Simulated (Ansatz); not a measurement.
in.yaml

```yaml
crystal:
  periodic: [false, false, false]
  atoms:
    - {symbol: In, position_ang: [0.000000, 0.017034, -0.038458]}
    - {symbol: H, position_ang: [0.000000, -1.726316, -0.276632]}
    - {symbol: H, position_ang: [0.384545, -0.107040, 2.328746]}
    - {symbol: H, position_ang: [-0.384545, -0.107040, 2.328746]}
basis:
  gaussian: {orbitals: def2-SVPD}
total_charge: 1
magnetization: {spin_polarized: true, initial_magnetization: 1}
correlation: {method: bccd_t, electrons: outside_noble_gas}
```

```sh
$ ansatz run in.yaml --threads 1 --pin off --events-out ev --progress --plain --max-ram 2393MiB
```

Log:

```
665 factors; integrals over basis functions are off by at most 2.7e-4 eV
mean field evaluation 1: about -5186.9837 eV, gradient 5.9e0 eV
mean field evaluation 2: about -5186.9896 eV, gradient 5.9e0 eV
mean field evaluation 4: about -5187.5814 eV, gradient 8.0e-1 eV
mean field evaluation 8: about -5187.5956 eV, gradient 8.7e-4 eV
mean field evaluation 16: about -5187.5956 eV, gradient 2.2e-6 eV
mean field -5187.59564489 eV, -190.6406236710 hartree, gradient 2.2e-6 eV, S^2 0.787841; 0 other end points of the search recorded, 0 dependent functions left out
9 core orbitals not correlated: weight in the atoms' cores, before any rotation towards them, 0.996 or more for the frozen orbitals, at most 0.004 for the correlated occupied ones
reference -5187.59564489 eV, -190.6406236710 hartree; 3, 2 occupied and 44, 45 virtual orbitals, 665 factors
second order -1.50183249 eV of doubles, -0.00000000 eV of singles
cycle   1  -1.86708605 eV  change   -3.7e-1 eV  update   5.3e-2
cycle   2  -2.05324522 eV  change   -1.9e-1 eV  update   2.5e-2
cycle   3  -2.05902522 eV  change   -5.8e-3 eV  update   8.1e-3
cycle   4  -2.06028680 eV  change   -1.3e-3 eV  update   1.9e-3
cycle   5  -2.05990494 eV  change    3.8e-4 eV  update   6.2e-4
cycle   6  -2.05984744 eV  change    5.8e-5 eV  update   2.8e-4
cycle   7  -2.06003353 eV  change   -1.9e-4 eV  update   1.4e-4
cycle   8  -2.06001034 eV  change    2.3e-5 eV  update   6.5e-5
cycle   9  -2.05998476 eV  change    2.6e-5 eV  update   2.2e-5
cycle  10  -2.05999576 eV  change   -1.1e-5 eV  update   6.1e-6
cycle  11  -2.05999567 eV  change    9.2e-8 eV  update   1.9e-6
perturbative correction -0.01933312 eV, -0.0007104791 hartree
Total energy: -5189.67497368 eV, -190.7170375947 hartree
```

Ran on 1 thread of Intel Xeon, shared host: 3.6 s wall, 0.22 GiB peak host memory.
